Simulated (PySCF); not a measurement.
Compound: C3H5FS.
Cartesian coordinates in Å at the PBE0-D3(BJ)/def2-SVP level; atoms count from 1:
```
atom  x, y, z in Å
C1    -1.5636   -0.7750    1.1571
C2    -0.5545   -0.0167    0.7306
F3    -0.6634    1.3146    0.6990
S4     1.0247   -0.6255    0.2702
C5     1.3687    0.4112   -1.1728
H6    -2.4651   -0.3075    1.5573
H7    -1.4840   -1.8607    1.1237
H8     1.3061    1.4738   -0.9053
H9     0.6832    0.1848   -2.0015
H10    2.3973    0.1766   -1.4780
```

The calculation used EOM-IP-CCSD/aug-cc-pVDZ in PySCF, restricted Hartree–Fock reference, 9 core orbitals frozen, non-relativistic, gas phase, PBE0-D3(BJ)/def2-SVP geometry.

Hartree–Fock orbital energies give these Koopmans values (eV): HOMO 9.21, HOMO-1 11.24, HOMO-2 12.90, HOMO-3 14.35, HOMO-4 15.90, HOMO-5 16.10, HOMO-6 16.29, HOMO-7 18.45.

Problem. What vertical ionisation energies does EOM-IP-CCSD give?

Solution. 
| leading hole (HF orbital) | Koopmans (eV) | EOM-IP-CCSD (eV) | change (eV) | one-hole share |
| --- | --- | --- | --- | --- |
| HOMO | 9.21 | 8.82 | -0.39 | 0.96 |
| HOMO-1 | 11.24 | 10.56 | -0.68 | 0.95 |
| HOMO-2 | 12.90 | 11.91 | -0.99 | 0.95 |
| HOMO-3 | 14.35 | 13.24 | -1.11 | 0.95 |
| HOMO-4 | 15.90 | 14.23 | -1.67 | 0.95 |
| HOMO-5 | 16.10 | 14.89 | -1.21 | 0.95 |
| HOMO-6 | 16.29 | 15.02 | -1.27 | 0.94 |
| HOMO-7 | 18.45 | 16.69 | -1.76 | 0.92 |

Problem. Does the order of the lines follow the orbital energies?

Solution. Yes, no two lines change places. The corrections run from -1.76 to -0.39 eV, with a mean of -1.13 eV over the 8 lines; no line lies above its Koopmans value.

Problem. At what kinetic energies would He II light (40.81 eV) eject these electrons?

Solution. 31.99 eV (HOMO), 30.25 eV (HOMO-1), 28.90 eV (HOMO-2), 27.57 eV (HOMO-3), 26.58 eV (HOMO-4), 25.92 eV (HOMO-5), 25.79 eV (HOMO-6), 24.12 eV (HOMO-7).

Problem. What total energy has the lowest final state, and which wavelength reaches it?

Solution. E(CCSD) + ionisation energy = -614.29085 + 0.32409 = -613.96676 Eh, at the geometry of the initial state. The threshold wavelength is 1239.84 eV nm/8.82 eV = 140.6 nm.

Lines less than 0.15 eV apart could change places at a higher level. One root was sought for each valence orbital with −ε under 21 eV, eight at most, so deeper holes and satellites are missing; no vibrational structure.

Hardware: one thread, Arm Neoverse V2 (aarch64), shared host with 96 logical CPUs at a one-minute load of 12. Cost: 5.9 min, 2.9 GiB resident at most.

One conformer stands for the species.
